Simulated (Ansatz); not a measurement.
# CH4Al (doublet): from Hartree-Fock to the top rungs at a displaced geometry (v1), cc-pVDZ

One table from this session's results is given with a row withheld; the runs are named, their logs left out.

Method: cc-pVDZ, core rule «outside noble gas», up to 6 orbitals frozen; program: Ansatz 0.2.0, Gaussian basis.

To be run: UHF; CCSD(T) on ROHF; CCSD(T) on UHF; BCCD(T) on ROHF; CISD; CCSDT(Q) on ROHF; CCSDT(Q) on UHF; CASSCF and MRCISD+Q, 9 electrons in 9 orbitals; CASSCF and NEVPT2, 9 electrons in 9 orbitals.

20 further runs of the same task are left out: 1 for a mislabelled method, 8 that didn't finish, 11 set aside as unsound or not needed.

## The system

The geometry is a PBE0/def2-TZVP stationary point (not a proven minimum) with its atoms shifted at random (size 0.040 Å).

6 atoms, charge 0, spin multiplicity 2.

Atoms are counted from 1 here; the program's logs count them from 0.

Bond lengths: Al1–C2 1.975 Å, Al1–H3 1.618 Å, C2–H4 1.102 Å, C2–H5 1.048 Å, C2–H6 1.131 Å. Angles: C2–Al1–H3 115.6°, Al1–C2–H4 115.3°, Al1–C2–H5 113.8°, Al1–C2–H6 109.9°, H4–C2–H5 109.9°, H4–C2–H6 104.4°, H5–C2–H6 102.3°.

Geometry (Å):

```
Al    0.00353   -0.09580    0.69814
C     0.00270    0.07087   -1.26985
H     0.05066    1.29839    1.51881
H    -0.05211   -0.88044   -1.82258
H     0.78621    0.65755   -1.64506
H    -0.91150    0.64453   -1.60787
```

The first run:

in.yaml

```yaml
crystal:
  periodic: [false, false, false]
  atoms:
    - {symbol: Al, position_ang: [0.003533, -0.095802, 0.698137]}
    - {symbol: C, position_ang: [0.002700, 0.070869, -1.269855]}
    - {symbol: H, position_ang: [0.050664, 1.298389, 1.518808]}
    - {symbol: H, position_ang: [-0.052113, -0.880443, -1.822585]}
    - {symbol: H, position_ang: [0.786214, 0.657554, -1.645060]}
    - {symbol: H, position_ang: [-0.911499, 0.644535, -1.607875]}
basis:
  gaussian: {orbitals: cc-pVDZ}
magnetization: {spin_polarized: true, initial_magnetization: 1}
hamiltonian: {xc: hf}
output: {orbitals: {seedname: orbitals}}
```

Started as:

```
> ansatz run in.yaml --threads 1 --pin off --events-out ev --progress --plain --max-ram 2393MiB
```

Among the steps run: UHF; CCSD(T) on ROHF; CCSD(T) on UHF; BCCD(T) on ROHF; CISD; CCSDT(Q) on ROHF; CCSDT(Q) on UHF; CASSCF and MRCISD+Q, 9 electrons in 9 orbitals; CASSCF and NEVPT2, 9 electrons in 9 orbitals.

One of the session's tables, all rows but one given; the rest of the session is left out.

```
           method  from UCCSDT(Q) (meV)
             ROHF               +6502.9
              UHF               +6477.9
             RMP2               +1041.5
             UMP2               +1036.9
             CISD                +639.7
            RCCSD                +189.6
            UCCSD                +188.5
         RCCSD(T)                 +29.9
         UCCSD(T)                 +29.7
          BCCD(T)                 +29.5
           RCCSDT                  +8.7
           UCCSDT                     ?
        RCCSDT(Q)                  +0.5
        UCCSDT(Q)                     0
  CASSCF frontier               +4234.8
  NEVPT2 frontier               +1141.8
  MRCISD frontier                +295.5
MRCISD+Q frontier                 +15.5
```

**Question.** Estimate the row for UCCSDT.

**Answer.** from UCCSDT(Q) (meV): +8.4. In the column «from UCCSDT(Q) (meV)» it lies between RCCSDT(Q) (+0.5) and RCCSDT (+8.7).

Caveats from the session: Restricted and unrestricted rows rest on different reference determinants; where their highest levels disagree by more than a few hundredths of an eV, they describe different states and don't form one ladder.
